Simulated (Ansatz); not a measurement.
The first iterations of a band of C4H7ClO (13 atoms, charge 0, multiplicity 1).

All numbers below come from Ansatz 0.2.0, RKS B3LYP-D4/def2-SVP.

| Quantity | Value |
| --- | --- |
| movable images | 5 |
| climbing image | yes |
| spring | 5.0 eV/Å² |
| optimiser | quadratic models (default) |
| start path | IDPP |
| force threshold | 0.05 eV/Å |
| iteration limit | 60 |
| end points | relaxed |

Initial state:

```xyz
13
Properties=species:S:1:pos:R:3
C 0.578 -2.503 -0.270
C 0.904 -1.211 -0.186
Cl 2.544 -0.723 0.285
O 0.077 -0.212 -0.509
C -0.122 0.850 0.435
C -1.107 1.828 -0.167
H 1.317 -3.282 -0.091
H -0.441 -2.772 -0.551
H 0.846 1.333 0.647
H -0.502 0.422 1.380
H -0.717 2.240 -1.110
H -2.069 1.336 -0.378
H -1.286 2.660 0.530
```

Final state:

```xyz
13
Properties=species:S:1:pos:R:3
C 0.579 -2.503 -0.272
C 0.904 -1.211 -0.187
Cl 2.544 -0.721 0.280
O 0.076 -0.212 -0.508
C -0.123 0.849 0.436
C -1.108 1.827 -0.166
H -0.441 -2.771 -0.550
H 1.319 -3.283 -0.097
H 0.845 1.332 0.649
H -0.503 0.421 1.382
H -0.717 2.238 -1.109
H -2.070 1.337 -0.375
H -1.285 2.661 0.531
```

| iteration | highest image above the first end (eV) | largest band force component (eV/Å) |
| --- | --- | --- |
| 1 | 3.437 | 1.982 |
| 2 | 2.957 | 1.095 |
| 3 | 2.731 | 1.019 |
| 4 | 2.653 | 0.948 |
| 5 | 2.584 | 0.894 |
| 6 | 2.511 | 0.483 |
| 7 | 2.496 | 0.221 |
| 8 | 2.486 | 0.255 |

Task: Does the band converge within its limit, and where does its top end?

Result: The forces met the threshold. It ended after 25 iterations with the highest image 2.444 eV above the first end. Neighbouring images differ by up to 2.0 eV, so the band resolves the path poorly. A vibrational analysis at the climbing image gives one clearly imaginary mode, 914i cm⁻¹: a first-order saddle point.

Run time: 5.7 min on 2 threads of Intel(R) Xeon(R) Platinum 8488C (Sapphire Rapids), with other jobs on the host, peak memory 0.33 GiB.
